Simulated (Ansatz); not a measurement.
Process, species as SMILES: OO (H2O2) → 2 H atom + 2 O atom
B3LYP-D3(BJ)/def2-TZVP geometries, fixed; electronic energies without zero-point terms.
Largest species:
```
O
H 1 0.9680
O 1 1.4504 2 100.54
H 3 0.9680 1 100.54 2 115.91
```

Basis-set convergence of the atomisation energy at MP2 with Ansatz (a program for electronic structure). Cartesian d functions, on some or all atoms, in 6-31G*; all else is spherical. Cores are frozen. Open shells are unrestricted. No added dispersion term, no relativity. Functions are those of the species that has most. Reference: Hartree-Fock in aug-cc-pVQZ plus the correlation part extrapolated as X^-3 from aug-cc-pVTZ and aug-cc-pVQZ, 278.09 kcal/mol, itself unsure by roughly 1.24 kcal/mol (a third of the extrapolation step and of the last Hartree-Fock step). Deviations are taken from unrounded values.

| basis | functions | atomisation energy (kcal/mol) | minus reference (kcal/mol) |
|---|---|---|---|
| 6-31G* | 34 | 234.19 | -43.89 |
| def2-SVP | 38 | 246.62 | -31.47 |
| 6-311+G** | 56 | 250.54 | -27.54 |
| def2-SVPD | 62 | 256.56 | -21.53 |
| aug-cc-pVDZ | 64 | 254.24 | -23.84 |
| cc-pVTZ | 88 | 265.57 | -12.52 |
| pcseg-2 | 88 | 267.50 | -10.59 |
| def2-TZVPD | 98 | 262.74 | -15.34 |
| jun-cc-pV(T+d)Z | 106 | 267.81 | -10.28 |
| aug-cc-pVTZ | 138 | 269.62 | -8.46 |
| aug-pcseg-2 | 138 | 269.15 | -8.93 |
| cc-pVQZ | 170 | 272.75 | -5.34 |
| def2-QZVPPD | 198 | 273.56 | -4.53 |
